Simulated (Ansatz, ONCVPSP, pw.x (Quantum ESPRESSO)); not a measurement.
Li: does the ONCV potential hold in the solid?

- Element: lithium
- Generator: ONCVPSP 4.0.1.1 (patched build)
- Type: optimised norm-conserving Vanderbilt (ONCV)
- Functional: LDA (Perdew-Wang 92)
- Relativity: scalar-relativistic
- Frozen core: none
- Valence charge: 3
- Reference configuration: 1s2 2s1
- Partial waves: 1s+2s: rc 1.10 bohr, ncon 4, nbas 8, qcut 9.8 1/bohr, 2 projectors; p scattering state at 0.02 Ha: rc 1.15 bohr, ncon 4, nbas 7, qcut 8.4 1/bohr, 3 projectors, debl 3.5 Ha; d scattering state at 0.38 Ha: rc 1.00 bohr, ncon 3, nbas 6, qcut 8.1 1/bohr, 2 projectors, debl 2.8 Ha
- Local potential: polynomial inside 0.80 bohr (lpopt 5, dvloc0 3 Ha)
- Core correction: none

Atomic tests: cutoffs needed: 38 Ha and 44 Ha (the cutoffs (Ha) at which the residual kinetic energy of the hardest occupied pseudo-wave falls to 1 and 0.1 mHa per electron); ghost test: no bound ghost flagged; no localised positive-energy state flagged; largest excitation error: +830 meV (all-electron minus pseudo) for 1s1 2s1, out of 4 test configurations.

Crystal test: bcc Li in pw.x 7.5, no spin, 14³ k-points, Fermi–Dirac smearing 0.01 Ry, cutoffs 105/420 Ry. The reference is all-electron LAPW (Ansatz 0.2.0) with the same functional, mesh and smearing; V0 and B0 come from Birch–Murnaghan fits to the pressures at five volumes. Errors are pseudo minus all-electron; Δ is the rms difference of the E(V) curves that follow from these fits, minima aligned, over ±6 % about the mean V0. Mesh and smearing are coarse, so the numbers serve the comparison and aren't converged zero-temperature values; the lattice is a test structure that the element need not adopt.

```
V (Å³/atom)  P all-electron (GPa)  P pseudo (GPa)
     18.133                  0.82            0.82
     18.610                  0.38            0.38
     19.087                 -0.02           -0.01
     19.564                 -0.37           -0.37
     20.041                 -0.69           -0.68
```

All-electron: a0 = 3.366 Å (V0 = 19.06 Å³/atom), B0 = 15.0 GPa.

Pseudopotential: mean pressure error (GPa): +0.01; a0 (Å): 3.366; a0 error (%): +0.01; B0 error (%): +0.2; Δ (meV/atom): 0.0.

Question: At the middle volume, how do free energy and pressure move when the wave cutoff is lowered (ecutrho kept at four times it)?

Answer:

```json
{"cutoff (Ry)": "47", "shift of F (meV/atom)": "+2126.3", "shift of P (GPa)": "-56.35"}
{"cutoff (Ry)": "63", "shift of F (meV/atom)": "+350.0", "shift of P (GPa)": "-15.57"}
{"cutoff (Ry)": "84", "shift of F (meV/atom)": "+13.3", "shift of P (GPa)": "-1.23"}
```

The run at the middle volume (104 k-points, 5 iterations) took about 33 s on one core of a shared host (Neoverse-N1, 64 threads, 124 GiB, load 46).
